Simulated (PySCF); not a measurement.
**BCl⁻: spin, charge, geometry and surroundings**

One physical setting of the base script is moved in each run, with the edits that it forces.

Computed with PySCF 2.14.0. Level: each script names its method and basis.

2 further runs of the same task are left out: 2 that didn't finish.

## Step 1: The system as given

BCl⁻: 2 atoms, charge -1, spin multiplicity 2.

Bond lengths: B1–Cl2 1.697 Å.

## Step 2: The base run

input.py reads:

```python
from pyscf import gto, scf, cc

mol = gto.M(
    atom='B 0 0 0; Cl 0 0 1.697',
    basis='sbkjc',
    ecp={'B': 'sbkjc', 'Cl': 'sbkjc'},
    charge=-1,
    spin=1,
    verbose=4,
)
mf = scf.UHF(mol)
mf.kernel()
mycc = cc.CCSD(mf)
mycc.kernel()
e = mycc.eeccsd(nroots=5)[0]
print('roots (eV) =', (e*27.211386).round(3))
mf.dip_moment()
print('orbital energies (hartree):', [e[max(0, n-3):n+3].round(4) for e, n in zip(mf.mo_energy, mol.nelec)])
```

Launch:

```bash
OMP_NUM_THREADS=1 python input.py
```

Its log is not repeated here.

Base result: E(SCF) = -17.252975 Eh, 10 cycles, E(CCSD) − E(SCF) = -0.07944 Eh, ⟨S²⟩ = 0.756, excitation roots 0.002, 0.004, 0.012, 1.232, 1.411 eV.

The bond length is a typed value, not an optimised one. Spin-unrestricted EOM-EE roots include spin flips and other components of the reference, which can be negative or near zero. The dipole of an ion depends on the origin.

## Step 3: Bond 1.578 Å

Edit 1 changes bond length: 1.697 Å → 1.578 Å.

input.py reads:

```python
from pyscf import gto, scf, cc

mol = gto.M(
    atom='B 0 0 0; Cl 0 0 1.578',
    basis='sbkjc',
    ecp={'B': 'sbkjc', 'Cl': 'sbkjc'},
    charge=-1,
    spin=1,
    verbose=4,
)
mf = scf.UHF(mol)
mf.kernel()
mycc = cc.CCSD(mf)
mycc.kernel()
e = mycc.eeccsd(nroots=5)[0]
print('roots (eV) =', (e*27.211386).round(3))
mf.dip_moment()
print('orbital energies (hartree):', [e[max(0, n-3):n+3].round(4) for e, n in zip(mf.mo_energy, mol.nelec)])
```

Launch:

```bash
OMP_NUM_THREADS=1 python input.py
```

## Step 4: Bond 1.493 Å

Edit 2 changes bond length: 1.697 Å → 1.493 Å.

Edit input.py of step 2 so:

```diff
@@ -3,3 +3,3 @@
 mol = gto.M(
-    atom='B 0 0 0; Cl 0 0 1.697',
+    atom='B 0 0 0; Cl 0 0 1.493',
     basis='sbkjc',
```

## Step 5: Bond 5.091 Å

Edit 3 changes bond length: 1.697 Å → 5.091 Å.

Edit input.py of step 2 so:

```diff
@@ -3,3 +3,3 @@
 mol = gto.M(
-    atom='B 0 0 0; Cl 0 0 1.697',
+    atom='B 0 0 0; Cl 0 0 5.091',
     basis='sbkjc',
```

## Step 6: Charge +0 (singlet)

Edit 4 changes charge: -1 → 0; spin (2S): 1 → 0.

Edit input.py of step 2 so:

```diff
@@ -6,4 +6,4 @@
     ecp={'B': 'sbkjc', 'Cl': 'sbkjc'},
-    charge=-1,
-    spin=1,
+    charge=0,
+    spin=0,
     verbose=4,
```

**Question.** What will these runs give? Wanted: for each run, E(SCF); from base; gap, α spin; SCF dipole; after the SCF.

As calculated:

| run | E(SCF) (hartree) | from base (eV) | cycles | gap, α spin (eV) | SCF dipole (D) | after the SCF |
| --- | --- | --- | --- | --- | --- | --- |
| base | -17.252975 | 0 | 10 | 8.01 | n/a | CCSD correlation -2.162 eV, first root 0.01 eV |
| bond 1.578 Å | -17.213647 | +1.0702 | 11 | 7.84 | n/a | CCSD correlation -2.138 eV, first root 2.00 eV |
| bond 1.493 Å | -17.168147 | +2.3083 | 11 | 7.70 | n/a | CCSD correlation -2.113 eV, first root 2.00 eV |
| bond 5.091 Å | -17.271087 | -0.4929 | 10 | 7.45 | n/a | CCSD correlation -2.057 eV, first root 0.12 eV |
| charge +0 (singlet) | -17.287059 | -0.9275 | 8 | 12.03 | 0.83 | CCSD correlation -2.472 eV, first root 2.33 eV |

**Reading.** The highest filled level of this anion is positive: the basis lacks diffuse functions or the electron is not bound, so these numbers hang on the basis. The largest comparable shift of the SCF energy, +2.308 eV, comes with the run “bond 1.493 Å”. At the SCF level, going to the singlet with one electron fewer costs -0.93 eV at fixed geometry.
